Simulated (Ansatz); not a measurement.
in.yaml

```yaml
crystal:
  periodic: [false, false, false]
  atoms:
    - {symbol: C, position_ang: [0.000000, -0.346065, 3.524112]}
    - {symbol: Na, position_ang: [0.000000, 0.090956, -2.045292]}
    - {symbol: H, position_ang: [0.000000, 2.049146, 4.656759]}
basis:
  gaussian: {orbitals: cc-pVDZ}
magnetization: {spin_polarized: true, initial_magnetization: 0}
correlation: {method: ccsdt_q, electrons: outside_noble_gas}
```

```sh
$ ansatz run in.yaml --threads 1 --pin off --events-out ev --progress --plain --max-ram 2393MiB
```

Log:

```
626 factors; integrals over basis functions are off by at most 2.0e-7 eV
mean field evaluation 1: about -5437.5256 eV, gradient 6.4e0 eV
mean field evaluation 2: about -5437.5265 eV, gradient 6.4e0 eV
mean field evaluation 4: about -5438.0253 eV, gradient 1.0e0 eV
mean field evaluation 8: about -5438.0508 eV, gradient 2.6e-1 eV
mean field evaluation 16: about -5438.1915 eV, gradient 2.6e-5 eV
mean field evaluation 32: about -5442.7245 eV, gradient 3.2e-2 eV
mean field evaluation 64: about -5442.7249 eV, gradient 5.1e-2 eV
mean field evaluation 96: about -5438.0433 eV, gradient 6.8e-2 eV
mean field evaluation 128: about -5442.6086 eV, gradient 3.9e0 eV
mean field evaluation 160: about -5443.3490 eV, gradient 2.8e-2 eV
...
mean field -5443.35114404 eV, -200.0394649074 hartree, gradient 1.6e-6 eV, S^2 1.965912; 46 other end points of the search recorded, 0 dependent functions left out
determinant -5443.35114404 eV, -200.0394649074 hartree, with singles and doubles -5445.37281529 eV, -200.1137599556 hartree
determinant -5443.34935151 eV, -200.0393990334 hartree, with singles and doubles -5445.37155232 eV, -200.1137135424 hartree
determinant -5443.30724333 eV, -200.0378515863 hartree, with singles and doubles -5445.30296363 eV, -200.1111929546 hartree
determinant -5442.72504027 eV, -200.0164560185 hartree, with singles and doubles -5444.91710799 eV, -200.0970130211 hartree
determinant -5442.72241237 eV, -200.0163594449 hartree, with singles and doubles -5444.91141633 eV, -200.0968038567 hartree
determinant -5442.67064504 eV, -200.0144570305 hartree, with singles and doubles -5444.84927283 eV, -200.0945201250 hartree
determinant -5442.66621596 eV, -200.0142942649 hartree, with singles and doubles -5444.84862105 eV, -200.0944961726 hartree
determinant -5442.51959735 eV, -200.0089061303 hartree, with singles and doubles -5444.71206628 eV, -200.0894778772 hartree
determinant -5442.51807769 eV, -200.0088502840 hartree, with singles and doubles -5444.72896709 eV, -200.0900989706 hartree
determinant -5441.38867219 eV, -199.9673453973 hartree, with singles and doubles -5443.41940877 eV, -200.0419735901 hartree
determinant -5441.37881154 eV, -199.9669830251 hartree, with singles and doubles -5443.40344873 eV, -200.0413870696 hartree
determinant -5441.37768129 eV, -199.9669414891 hartree, with singles and doubles -5443.43110726 eV, -200.0424035016 hartree
determinant -5441.37767370 eV, -199.9669412102 hartree, with singles and doubles -5443.43232392 eV, -200.0424482132 hartree
determinant -5441.36405467 eV, -199.9664407201 hartree, with singles and doubles -5443.39201525 eV, -200.0409668967 hartree
determinant -5441.34495579 eV, -199.9657388492 hartree, with singles and doubles -5443.39308064 eV, -200.0410060490 hartree
determinant -5441.34178063 eV, -199.9656221644 hartree, with singles and doubles -5443.34733128 eV, -200.0393247912 hartree
determinant -5441.30066248 eV, -199.9641111002 hartree, with singles and doubles -5443.32325016 eV, -200.0384398263 hartree
determinant -5440.87152945 eV, -199.9483407522 hartree, with singles and doubles -5443.65829493 eV, -200.0507524946 hartree
determinant -5440.86148219 eV, -199.9479715221 hartree, with singles and doubles -5443.65778071 eV, -200.0507335975 hartree
determinant -5440.79565516 eV, -199.9455524233 hartree, with singles and doubles -5443.60877000 eV, -200.0489324870 hartree
determinant -5440.77027668 eV, -199.9446197814 hartree, with singles and doubles -5442.90403639 eV, -200.0230340044 hartree
determinant -5440.76376266 eV, -199.9443803958 hartree, with singles and doubles -5442.94750709 eV, -200.0246315234 hartree
determinant -5440.75115246 eV, -199.9439169793 hartree, with singles and doubles -5442.80162777 eV, -200.0192705569 hartree
determinant -5440.73620418 eV, -199.9433676401 hartree, with singles and doubles -5442.92350593 eV, -200.0237494968 hartree
determinant -5440.72600409 eV, -199.9429927936 hartree, with singles and doubles -5442.77686534 eV, -200.0183605544 hartree
determinant -5440.71191279 eV, -199.9424749481 hartree, with singles and doubles -5442.74752472 eV, -200.0172823068 hartree
determinant -5440.71167249 eV, -199.9424661174 hartree, with singles and doubles -5442.74869004 eV, -200.0173251314 hartree
determinant -5440.69428844 eV, -199.9418272651 hartree, with singles and doubles -5442.88708663 eV, -200.0224111123 hartree
determinant -5440.67592608 eV, -199.9411524607 hartree, with singles and doubles -5442.72234808 eV, -200.0163570821 hartree
determinant -5440.63053544 eV, -199.9394843854 hartree, with singles and doubles -5442.66495915 eV, -200.0142480778 hartree
determinant -5438.19147441 eV, -199.8498505460 hartree, with singles and doubles -5442.52866915 eV, -200.0092395128 hartree
determinant -5438.04339294 eV, -199.8444086525 hartree, with singles and doubles -5441.64918216 eV, -199.9769189621 hartree
determinant -5443.35114404 eV, -200.0394649074 hartree, with singles and doubles -5445.39669224 eV, -200.1146374176 hartree
determinant -5443.34935151 eV, -200.0393990334 hartree, with singles and doubles -5445.39467319 eV, -200.1145632185 hartree
determinant -5443.30724333 eV, -200.0378515863 hartree, with singles and doubles -5445.31107980 eV, -200.1114912183 hartree
determinant -5442.72504027 eV, -200.0164560185 hartree, with singles and doubles -5444.98433669 eV, -200.0994836306 hartree
determinant -5442.72241237 eV, -200.0163594449 hartree, with singles and doubles -5444.98309623 eV, -200.0994380444 hartree
determinant -5442.67064504 eV, -200.0144570305 hartree, with singles and doubles -5444.88438676 eV, -200.0958105383 hartree
determinant -5442.66621596 eV, -200.0142942649 hartree, with singles and doubles -5444.88041713 eV, -200.0956646570 hartree
determinant -5440.14781726 eV, -199.9217448197 hartree, with singles and doubles -5445.04739441 eV, -200.1018009588 hartree
6 core orbitals not correlated: weight in the atoms' cores, before any rotation towards them, 1.000 or more for the frozen orbitals, at most 0.000 for the correlated occupied ones
reference -5443.35114404 eV, -200.0394649074 hartree; 3, 3 occupied and 28, 28 virtual orbitals, 626 factors
second order -1.43752063 eV of doubles, -0.00000000 eV of singles
...
cycle   2  -2.15280023 eV  change    3.0e-8 eV  update   3.5e-6
cycle   3  -2.15280017 eV  change    6.2e-8 eV  update   3.9e-6
cycle   4  -2.15280003 eV  change    1.4e-7 eV  update   1.7e-6
cycle   5  -2.15279979 eV  change    2.4e-7 eV  update   1.0e-6
cycle   6  -2.15279950 eV  change    2.8e-7 eV  update   1.3e-6
cycle   7  -2.15279919 eV  change    3.2e-7 eV  update   1.5e-6
cycle   8  -2.15279885 eV  change    3.3e-7 eV  update   1.5e-6
cycle   9  -2.15279833 eV  change    5.2e-7 eV  update   1.5e-6
cycle  10  -2.15279791 eV  change    4.2e-7 eV  update   1.2e-6
cycle  11  -2.15279774 eV  change    1.7e-7 eV  update   4.9e-7
perturbative correction -0.00565984 eV, -0.0002079954 hartree
Total energy: -5445.50960162 eV, -200.1187867605 hartree
```

The determinant's ⟨S²⟩ is 1.97 against 0.00 for a pure state. The T1 diagnostic is 0.050.

For the same geometry and basis full CI lies 0.5 meV lower. By full CI's occupations no single determinant describes the state well. RHF is unstable: UHF (⟨S²⟩ = 1.97) lies 5.16 eV below the lowest RHF solution. Higher spins weren't run at this geometry and may lie near or lower.

Ran on 1 thread of Arm Neoverse V2, shared host: 29 s wall, 0.16 GiB peak host memory.
